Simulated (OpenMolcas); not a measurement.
# S2F2 (Thio-thionyl fluoride): levels of theory compared

Wanted: a comparison of 6 runs (HF/STO-3G, HF/3-21G, B3LYP/6-31G*, B2PLYP/def2-SVPD, PBE0/def2-SVPD, MP2/def2-SVPD) of S2F2 (Thio-thionyl fluoride). 

Program for the calculation: OpenMolcas 26.06.

## (1) The molecule

S2F2 has 4 atoms, charge 0, and is taken as a singlet. As SMILES, `FS(F)=S`. The shape is that of a PBE0-D4/def2-TZVP optimisation.

Bond lengths: F1–S2 1.606 Å, S2–F3 1.606 Å, S2–S4 1.859 Å. Angles: F1–S2–F3 92.0°, F1–S2–S4 107.9°, F3–S2–S4 107.9°.

## (2) Energy and forces at HF/STO-3G (run 1)

File calc.input:

```
* F2S2 Hartree-Fock

&GATEWAY
  BasLib
  $CurrDir
  Coord
  4
  bohr
  F      1.38881642     0.63644086     2.26587611
  S     -0.90875040    -0.17020763     0.45491377
  F      0.59235355    -2.61243298    -0.54082072
  S     -1.07243847     2.14618086    -2.17996916
  Basis
  STO-3G
  Group
  NoSym

&SEWARD

&SCF
  Thresholds
  1e-10 1e-07 1e-07 1e-05
  PrOrbitals
  1 2

&ALASKA
```

The basis set STO-3G is read from a file made from the Basis Set Exchange's data (not shown).

The run is started by

```bash
export MOLCAS_MEM=1860
pymolcas calc.input > calc.log
```

The program printed:

```text
--- Start Module: gateway ---
[...]
--- Stop Module: gateway /rc=_RC_ALL_IS_WELL_ ---
[...]
      Basis functions           28
[...]
--- Start Module: scf ---
[...]
       Convergence after  13 Iterations
[...]
::    Total SCF energy                               -982.2348821471
[...]
      Total spin, S                                     0.0000000000
[...]
      Total electronic charge=   50.000000
      Total            charge=   -0.000000
[...]
      Dipole Moment (debye):
      Origin of the operator (angstrom)=   -0.1334    0.1331   -0.1162
                   X= -4.1537E-01               Y= -1.5604E+00               Z=  1.9241E+00           Total=  2.5119E+00
      Quadrupole Moment (debye*angstrom):
[...]
--- Stop Module: scf /rc=_RC_ALL_IS_WELL_ ---
--- Start Module: alaska ---
[...]
 *              Molecular gradients               *
 **************************************************
  Irreducible representation: a
 ------------------------------------------------------------------------------------------
                              X                       Y                       Z
 ------------------------------------------------------------------------------------------
  F1               -4.29454374607658E-02   -1.44480621734919E-02   -3.06060739457479E-02
  S2                6.91303625090853E-02    4.56920464565842E-02   -7.24912582149706E-02
  F3               -2.89818250227363E-02    4.24666376672960E-02    1.85677301169891E-02
  S4                2.79689997437416E-03   -7.37106219503438E-02    8.45296020437516E-02
 ------------------------------------------------------------------------------------------
--- Stop Module: alaska /rc=_RC_ALL_IS_WELL_ ---
[...]
```

It took 1.8 s on 1 thread of Arm Neoverse V2, shared host; peak memory 0.37 GiB.

## (3) Energy and gradient at HF/3-21G (run 2)

File run.inp:

```
* F2S2 Hartree-Fock

&GATEWAY
  BasLib=$CurrDir
  Coord
  4
  angstrom
  F        0.734930       0.336790       1.199050
  S       -0.480890      -0.090070       0.240730
  F        0.313460      -1.382440      -0.286190
  S       -0.567510       1.135710      -1.153590
  Basis=3-21G
  Group=NoSym

&SEWARD

&SCF
  Thresholds=1e-10 1e-07 1e-07 1e-05
  PrOrbitals=1 2

&ALASKA
```

The basis set 3-21G is read from a file made from the Basis Set Exchange's data (not shown).

The run is started by

```bash
export MOLCAS_MEM=1860
pymolcas run.inp > run.log
```

The program printed:

```text
--- Start Module: gateway ---
[...]
--- Stop Module: gateway /rc=_RC_ALL_IS_WELL_ ---
[...]
      Basis functions           44
[...]
--- Start Module: scf ---
[...]
       Convergence after  14 Iterations
[...]
::    Total SCF energy                               -988.7562743257
[...]
      Total spin, S                                     0.0000000000
[...]
      Total electronic charge=   50.000000
      Total            charge=   -0.000000
[...]
      Dipole Moment (debye):
      Origin of the operator (angstrom)=   -0.1334    0.1331   -0.1162
                   X= -1.5633E+00               Y= -9.3519E-01               Z=  1.5262E+00           Total=  2.3765E+00
      Quadrupole Moment (debye*angstrom):
[...]
--- Stop Module: scf /rc=_RC_ALL_IS_WELL_ ---
--- Start Module: alaska ---
[...]
 *              Molecular gradients               *
 **************************************************
  Irreducible representation: a
 ------------------------------------------------------------------------------------------
                              X                       Y                       Z
 ------------------------------------------------------------------------------------------
  F1               -2.62705194775315E-02   -9.82543584724560E-03   -2.00885654720580E-02
  S2                3.86615930364123E-02    6.26234156281269E-02   -8.34459969361738E-02
  F3               -1.71385051617765E-02    2.73872677261018E-02    1.20638200156460E-02
  S4                4.74743160288593E-03   -8.01852475069893E-02    9.14707423926195E-02
 ------------------------------------------------------------------------------------------
--- Stop Module: alaska /rc=_RC_ALL_IS_WELL_ ---
[...]
```

It took 2 s on 1 thread of Arm Neoverse V2, shared host; peak memory 0.38 GiB.

## (4) Energy and gradient at B3LYP/6-31G(d) (Cartesian functions) (run 3)

File run.input:

```
&GATEWAY
  BASLIB=$CurrDir
  COORD
  4
  angstrom
  F        0.734930       0.336790       1.199050
  S       -0.480890      -0.090070       0.240730
  F        0.313460      -1.382440      -0.286190
  S       -0.567510       1.135710      -1.153590
  BASIS=6-31Gs
  GROUP=NoSym

&SEWARD
  GRIDINPUT
  Grid=UltraFine
  End of Grid

&SCF
  KSDFT=B3LYP
  THRESHOLDS=1e-10 1e-07 1e-07 1e-05
  PRORBITALS=1 2

&ALASKA
```

The basis set 6-31G* is read from a file made from the Basis Set Exchange's data (not shown).

The run is started by

```bash
export MOLCAS_MEM=1860
pymolcas run.input > run.log
```

The program printed:

```text
--- Start Module: gateway ---
[...]
--- Stop Module: gateway /rc=_RC_ALL_IS_WELL_ ---
[...]
      Basis functions           68
[...]
--- Start Module: scf ---
[...]
       Convergence after  16 Iterations
[...]
::    Total KS-DFT energy                            -995.9997429360
[...]
      Total spin, S                                     0.0000000000
[...]
      Total electronic charge=   50.000000
      Total            charge=   -0.000000
[...]
      Dipole Moment (debye):
      Origin of the operator (angstrom)=   -0.1334    0.1331   -0.1162
                   X= -8.9571E-01               Y= -3.8585E-01               Z=  7.0093E-01           Total=  1.2010E+00
      Quadrupole Moment (debye*angstrom):
[...]
--- Stop Module: scf /rc=_RC_ALL_IS_WELL_ ---
[...]
--- Start Module: alaska ---
[...]
 *              Molecular gradients               *
 **************************************************
  Irreducible representation: a
 ------------------------------------------------------------------------------------------
                              X                       Y                       Z
 ------------------------------------------------------------------------------------------
  F1               -1.63359290079583E-02   -5.46527638370797E-03   -1.39278379606971E-02
  S2                2.45112166340107E-02    4.62314871981384E-03   -1.22971904129106E-02
  F3               -1.04952844545299E-02    1.83345609337238E-02    6.63548694477800E-03
  S4                2.31999682847750E-03   -1.74924332698581E-02    1.95895414287435E-02
 ------------------------------------------------------------------------------------------
--- Stop Module: alaska /rc=_RC_ALL_IS_WELL_ ---
[...]
```

Run time: 14 s. Hardware: 1 thread of Arm Neoverse V2, shared host; peak memory 0.41 GiB.

Runs 4 to 5 aren't shown in full; the table further down has their settings and results.

## (5) A single-point energy at MP2/def2-SVPD (run 6)

File calc.inp:

```
>>> EXPORT MOLCAS_PRINT=2
&gateway
baslib = $CurrDir
coord
4
bohr
F      1.38881642     0.63644086     2.26587611
S     -0.90875040    -0.17020763     0.45491377
F      0.59235355    -2.61243298    -0.54082072
S     -1.07243847     2.14618086    -2.17996916
basis = def2-SVPD
group = NoSym
&seward
&scf
thresholds = 1e-10 1e-07 1e-07 1e-05
prorbitals = 1
&mbpt2
frozen = 12
```

The basis set def2-SVPD is read from a file made from the Basis Set Exchange's data (not shown).

The run is started by

```bash
export MOLCAS_MEM=1860
pymolcas calc.inp > calc.log
```

The program printed:

```text
--- Start Module: gateway ---
[...]
--- Stop Module: gateway /rc=_RC_ALL_IS_WELL_ ---
[...]
      Basis functions          100
[...]
--- Start Module: scf ---
[...]
       Convergence after  15 Iterations
[...]
::    Total SCF energy                               -993.4587751122
[...]
      Total spin, S                                     0.0000000000
[...]
      Total electronic charge=   50.000000
      Total            charge=   -0.000000
[...]
      Dipole Moment (debye):
      Origin of the operator (angstrom)=   -0.1334    0.1331   -0.1162
                   X= -1.1667E+00               Y= -1.8264E-01               Z=  5.4263E-01           Total=  1.2996E+00
      Quadrupole Moment (debye*angstrom):
[...]
--- Stop Module: scf /rc=_RC_ALL_IS_WELL_ ---
[...]
--- Start Module: mbpt2 ---
[...]
WARNING!
Default frozen orbitals as non valence orbitals is overwritten by user input.
Default values:  12
[...]
       Reference weight ( Cref**2 )         =        0.81911
::    Total MBPT2 energy                             -994.1447933927
[...]
      Total MBPT2 calculations                           0.37      0.42
--- Stop Module: mbpt2 /rc=_RC_ALL_IS_WELL_ ---
[...]
```

Run time: 9.3 s. Hardware: 1 thread of Arm Neoverse V2, shared host; peak memory 0.56 GiB.

## (6) Overview of the runs

```
run                               level  Cartesian functions  integration grid  energy (Eh)  dipole moment (D) of the reference  HOMO energy (eV)  LUMO energy (eV)  wall time
  1                           HF/STO-3G                   no                 –  -982.234882                                2.51             -5.65              7.63      1.8 s
  2                            HF/3-21G                   no                 –  -988.756274                                2.38            -10.87              1.54        2 s
  3  B3LYP/6-31G* (Cartesian functions)                  yes         UltraFine  -995.999743                                1.20             -7.69             -2.17       14 s
  4                    B2PLYP/def2-SVPD                   no         UltraFine  -995.223176                                1.16             -9.25             -1.06       22 s
  5                      PBE0/def2-SVPD                   no         UltraFine  -995.172978                                1.01             -8.29             -2.38       27 s
  6                       MP2/def2-SVPD                   no                 –  -994.144793                                1.30            -10.96              1.14      9.3 s
```

## (7) What came out

```
                                           quantity          value
                                run 6: total energy  -994.14479 Eh
          run 6: dipole moment (mean-field density)         1.30 D
         run 6: HOMO energy (Hartree–Fock orbitals)      -10.96 eV
         run 6: LUMO energy (Hartree–Fock orbitals)        1.14 eV
       run 6: HOMO–LUMO gap (Hartree–Fock orbitals)       12.09 eV
run 6: correlation energy (12 core orbitals frozen)     -686.0 mEh
```

Over runs 1, 2, 3, 4, 5 the dipole moment (its size) runs from 1.01 D (PBE0/def2-SVPD) to 2.51 D (HF/STO-3G). The two ends differ in method and basis. Over runs 1, 2, 3, 4, 5 the HOMO–LUMO gap runs from 5.52 eV (B3LYP/6-31G*) to 13.28 eV (HF/STO-3G). For B2PLYP the log adds the whole second-order term; the table takes 0.27 of it, as the functional is defined. Totals of different functionals can't be ranked against each other. In run 1 the basis is minimal, so the values are rough. All runs together took 76 s, the longest 27 s.
